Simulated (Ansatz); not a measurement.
Species: beryllium hydride, BeH, net charge 0, doublet state. 
Structure (B3LYP-D3(BJ)/def2-TZVP (Ansatz, a quantum-chemistry and plane-wave program) minimum search):
```xyz
2

Be     0.0000     0.0000    -0.2695
H      0.0000     0.0000     1.0779
```
Charge 0, spin multiplicity 2.

Wanted: vertical electron affinity (to the singlet state of charge -1; a negative value means that the extra electron is unbound and the number depends on the basis; each state is the SCF solution reached for its spin; for the singlet the Hartree-Fock reference is unstable and T1 is 0.019), in eV. Correlated levels leave the core frozen unless marked. Open shells are spin-unrestricted. Spin-orbit coupling is left out. No relativistic terms. Anions need diffuse functions: def2-D sets add few. 

```csv
level,program,vertical electron affinity (eV)
SVWN5/def2-TZVPD,Ansatz,0.48
PBE/def2-TZVPD,Ansatz,0.34
r2SCAN/def2-TZVPD,Ansatz,0.19
B3LYP/def2-TZVPD,Ansatz,0.41
PBE0/def2-TZVPD,Ansatz,0.29
BHLYP/def2-TZVPD,Ansatz,0.23
CAM-B3LYP/def2-TZVPD,Ansatz,0.36
wB97M-V/def2-TZVPD,Ansatz,0.46
wB97X-V/def2-TZVPD,Ansatz,0.33
wB97X/def2-TZVPD,Ansatz,0.40
CCSD/def2-SVPD,Ansatz,0.13
CCSD/def2-TZVPPD,Ansatz,0.35
CCSD/def2-QZVPPD,Ansatz,0.33
CCSD(T)/def2-SVPD,Ansatz,0.14
CCSD(T)/def2-TZVPPD,Ansatz,0.37
CCSD(T)/def2-QZVPPD,Ansatz,0.37
```
